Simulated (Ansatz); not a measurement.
# C2H6FNS: up Jacob's ladder to CCSD(T)

Aim: compute C2H6FNS with functionals from several rungs and with coupled cluster. The yardstick is the atomisation energy at the CCSD(T) limit.

Program: Ansatz 0.2.0, Gaussian basis. Level of theory: functionals in def2-TZVPP, the program's frozen cores in correlated methods. These are calculated values, not measurements.

Levels to be run: LDA (SPW92), PBE-D4, revPBE-D4, BLYP-D4, r2SCAN-D4, B97M-V, PBE0-D4, B3LYP-D4, r2SCANh-D4, r2SCAN0-D4, HSE06-D4, BHLYP-D4, CAM-B3LYP-D4, LC-ωPBE, ωB97X-V, ωB97M-V, B2PLYP, PBE-QIDH; CCSD(T)/def2-SVP; CCSD(T)/def2-TZVPP; MP2/def2-QZVPP; extrapolation to the limit; RPA on PBE.

## (1) The geometry

An earlier PBE0-D4 in a triple-zeta def2 set relaxation fixed the geometry.

SMILES `CC(N)(F)S`, 11 atoms, charge 0, spin multiplicity 1.

Atoms are counted from 1 here; the program's logs count them from 0.

Bond lengths: C1–C2 1.509 Å, C1–H6 1.094 Å, C1–H7 1.089 Å, C1–H8 1.089 Å, C2–N3 1.407 Å, C2–F4 1.407 Å, C2–S5 1.825 Å, N3–H9 1.011 Å, N3–H10 1.011 Å, S5–H11 1.342 Å. Angles: C2–C1–H6 109.5°, C2–C1–H7 110.1°, C2–C1–H8 110.1°, H6–C1–H7 109.5°, H6–C1–H8 108.4°, H7–C1–H8 109.2°, C1–C2–N3 111.8°, C1–C2–F4 106.5°, C1–C2–S5 113.4°, N3–C2–F4 111.9°, N3–C2–S5 105.9°, F4–C2–S5 107.3°, C2–N3–H9 112.0°, C2–N3–H10 111.9°, H9–N3–H10 110.4°, C2–S5–H11 95.0°.

## (2) LDA

This LDA is Slater exchange with PW92 correlation.

in.yaml

```yaml
crystal:
  periodic: [false, false, false]
  atoms:
    - {symbol: C, position_ang: [-0.945147, -0.436741, 0.592527]}
    - {symbol: C, position_ang: [0.177354, 0.174579, -0.209643]}
    - {symbol: N, position_ang: [1.371830, 0.241836, 0.530163]}
    - {symbol: F, position_ang: [-0.265277, 1.449058, -0.610447]}
    - {symbol: S, position_ang: [0.579027, -0.762418, -1.723672]}
    - {symbol: H, position_ang: [-1.133173, 0.173483, 1.480768]}
    - {symbol: H, position_ang: [-0.679971, -1.448099, 0.895829]}
    - {symbol: H, position_ang: [-1.856721, -0.467983, -0.002805]}
    - {symbol: H, position_ang: [2.101651, 0.727448, 0.026729]}
    - {symbol: H, position_ang: [1.229431, 0.662401, 1.438629]}
    - {symbol: H, position_ang: [-0.513603, -0.370564, -2.397380]}
basis:
  gaussian: {orbitals: def2-TZVPP}
hamiltonian: {xc: lda}
output: {orbitals: {seedname: orbitals}}
```

Launch:

```console
$ ansatz run in.yaml --threads 4 --pin off --events-out ev --progress --plain --max-ram 10444MiB
```

The runs that follow: PBE-D4 (GGA); revPBE-D4 (GGA); BLYP-D4 (GGA); r2SCAN-D4 (meta-GGA); B97M-V (meta-GGA); B3LYP-D4 (hybrid); r2SCANh-D4 (hybrid); r2SCAN0-D4 (hybrid); HSE06-D4 (hybrid); BHLYP-D4 (hybrid); CAM-B3LYP-D4 (range-separated); LC-ωPBE (range-separated); ωB97X-V (range-separated); ωB97M-V (range-separated); B2PLYP (double hybrid); PBE-QIDH (double hybrid); CCSD(T) in def2-SVP; CCSD(T) in def2-TZVPP; MP2 in def2-QZVPP; RPA on PBE orbitals.

Before running them: what should the planned runs give, taken together? Wanted: atomisation energy, CCSD(T)/CBS; farthest beyond LDA; mean size of error, GGA; mean size of error, meta-GGA; mean size of error, hybrid; mean size of error, range-separated; mean size of error, double hybrid; gap, smallest and largest; T1 diagnostic.

The runs gave:

```
                               quantity                                                     value
        atomisation energy, CCSD(T)/CBS                                            956.6 kcal/mol
functionals within 4.8 kcal/mol (0.5 %)  revPBE-D4, BLYP-D4, r2SCAN-D4, B97M-V, B3LYP-D4, LC-ωPBE
                    farthest beyond LDA                                 BHLYP-D4 (-34.2 kcal/mol)
                mean size of error, GGA                                             10.4 kcal/mol
           mean size of error, meta-GGA                                              1.9 kcal/mol
             mean size of error, hybrid                                             11.1 kcal/mol
    mean size of error, range-separated                                              4.7 kcal/mol
      mean size of error, double hybrid                                              9.5 kcal/mol
              gap, smallest and largest                 5.16 eV (LDA (SPW92)), 12.61 eV (LC-ωPBE)
                          T1 diagnostic                                                    0.0111
triples share of the correlation energy                                                     3.8 %
```

What this shows: LDA overbinds by 160.5 kcal/mol (17 %). PBE-D4 is off by +27.7 kcal/mol. Double hybrids carry the basis error of their MP2 part in triple zeta, and no dispersion term here, so their miss is partly the set-up's. The rungs meta-GGA, range-separated miss on average by less than the doubt on the reference (4.8 kcal/mol), so they tie. The reference freezes the cores and leaves out relativity and excitations past (T), so misses under about 4.8 kcal/mol can't be ranked. Hartree-Fock recovers 70 % of the binding; the rest is correlation. CCSD(T) in def2-SVP is off by -55.6 kcal/mol, so the small basis spoils what the method gains. The gap grows from 5.2 to 12.6 eV across the functionals, mostly with the share of exact exchange.
